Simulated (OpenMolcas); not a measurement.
## Potential curves of P₂: spin-free states

Calculated with OpenMolcas 26.06: state-averaged CASSCF(10,8) over P 3s 3p, P 3s 3p, XMS-CASPT2 (IPEA 0.25, imaginary shift 0.2 hartree), scalar X2C, ANO-RCC-VTZP, then RASSI spin–orbit state interaction with atomic mean-field integrals. C2 symmetry about the axis (a holds Σ, Δ, Γ; b holds Π, Φ, H; Σ⁺ and Σ⁻ are not told apart); roots by multiplicity and irrep: 1a 5, 3a 6, 3b 2, 1b 2, 5a 1, 5b 2.

XMS-CASPT2 energies in eV from the lowest point. Curves are followed by energy order within each symmetry, so they are adiabatic and may change character at avoided crossings and where g and u states cross; Σ⁺ and Σ⁻ are counted together.

| R (Å) | (1)1Σ | (1)3Σ | (1)3Δ | (1)3Π | (2)3Σ | (1)5Σ | (1)1Δ |
| --- | --- | --- | --- | --- | --- | --- | --- |
| 1.638 | 2.064 | 6.547 | 7.178 | 6.280 | 7.694 | 11.294 | 7.890 |
| 1.734 | 0.769 | 4.645 | 5.301 | 4.816 | 5.831 | 8.669 | 6.035 |
| 1.819 | 0.171 | 3.568 | 4.249 | 4.085 | 4.790 | 6.992 | 5.032 |
| 1.905 | 0.000 | 2.928 | 3.633 | 3.733 | 4.191 | 5.852 | 4.471 |
| 2.000 | 0.111 | 2.570 | 3.297 | 3.642 | 3.873 | 5.010 | 4.199 |
| 2.095 | 0.418 | 2.470 | 3.235 | 3.753 | 3.828 | 4.489 | 4.173 |
| 2.229 | 1.020 | 2.587 | 3.393 | 4.097 | 4.019 | 4.121 | 4.412 |
| 2.400 | 1.875 | 2.959 | 3.848 | 4.669 | 4.496 | 4.021 | 4.961 |
| 2.667 | 3.058 | 3.651 | 4.676 | 5.521 | 5.405 | 4.244 | 5.963 |

The 7 lowest clean curves are shown; the next is (1)1Π, from 4.43 eV. Left out for impure symmetry, kinks or missing points, though low: (2)1Σ. g and u states are not told apart. Only roots inside an energy window near the equilibrium distance were included, so the list of states is not complete; labels number the states computed. Each spin and symmetry block has orbitals of its own, averaged over its own roots, so gaps between blocks are less sure than gaps within one and near the minimum can be off by tenths of an eV, in bad cases by more. No Rydberg orbitals are active, so Rydberg states, and σ→σ* states whose orbital the CASSCF left unused, can be missing between those listed. CASPT2 splits the two components of degenerate states numerically, here by up to 200 cm⁻¹. The CASPT2 reference weights are uneven, so some states carry less reliable energies. Points that failed a check (symmetry, reference weights, a jump) are left out.
